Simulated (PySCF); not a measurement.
# Dipole moment and polarisability of `Clc1cnsn1`

Compound: C2HClN2S.
Structure used (GFN2-xTB), in Å, numbered top down from 1:
```xyz
7
C2HClN2S angstrom
Cl     2.2404   -0.7790   -0.1221
C      0.5843   -0.4470    0.0274
C      0.0170    0.8333    0.2364
N     -1.2885    0.7875    0.3123
S     -1.7824   -0.7479    0.1364
N     -0.3150   -1.4035   -0.0451
H      0.5474    1.7616    0.3272
```

Level: PBE0/def2-SVPD (PySCF), static field, nuclei fixed, core orbitals frozen in the response. The polarisability tensor in these axes (au):

```
x   91.90  2.02 -2.84
y    2.02 62.06  2.50
z   -2.84  2.50 43.11
```

Question: Diagonalise the tensor; give its mean and Δα, where Δα² is half the sum of the squared differences of the eigenvalues.

Answer: Principal values 42.59, 62.29 and 92.18 au; mean 65.69 au = 9.73 Å³ = 10.83 × 10⁻⁴⁰ C²·m²/J; Δα = 43.24 au (66 % of the mean).

Question: What is the dipole moment, and where does it point?

Answer: (0.09, 0.82, 0.10) D, 0.83 D in size, pointing from the negative to the positive side. Measured along this direction, the outermost atoms are N6 at the negative end and H7 at the positive end.

Question: Estimate the molar refractivity from the static electronic polarisability.

Answer: Lorentz–Lorenz: R = (4π/3)N_A α = 2.5225 cm³/(mol·Å³) × 9.73 Å³ = 24.6 cm³/mol, in the limit of long wavelengths.

Question: Give the eigenvalues of the traceless quadrupole moment Θ = ½Σq(3rr − r²1), origin at the centre of nuclear charge.

Answer: -5.55, -0.58, 6.13 D·Å. The values depend on the origin, since the dipole doesn't vanish. The electronic extent ⟨r²⟩ about the same centre is 775 bohr², a root-mean-square distance of 1.90 Å for the 60 electrons.

Question: What depolarisation ratio follows for Rayleigh scattering of linearly polarised light, taking the static tensor?

Answer: ρ = 3Δα²/(45ᾱ² + 4Δα²) = 5609.4/(194175 + 7479.2) = 0.0278.

Question: Sum over states: ᾱ = Σ f/ω², ω in Eh. What share falls to these 6 lowest TDDFT singlets (eV, f)? 5.03, 0.0002; 5.30, 0.1598; 6.05, 0.0001; 6.18, 0.0039; 6.62, 0.0092; 6.79, 0.0001.

Answer: They add up to 4.45 au, 6.8 % of the 65.69 au; the largest single term is 4.21 au, from the state at 5.30 eV. Terms in order: 0.00, 4.21, 0.00, 0.08, 0.16, 0.00 au. Higher excitations give the rest. The strengths listed sum to 0.173.

Geometry: GFN2-xTB; no solvent, vibrations or thermal averaging.
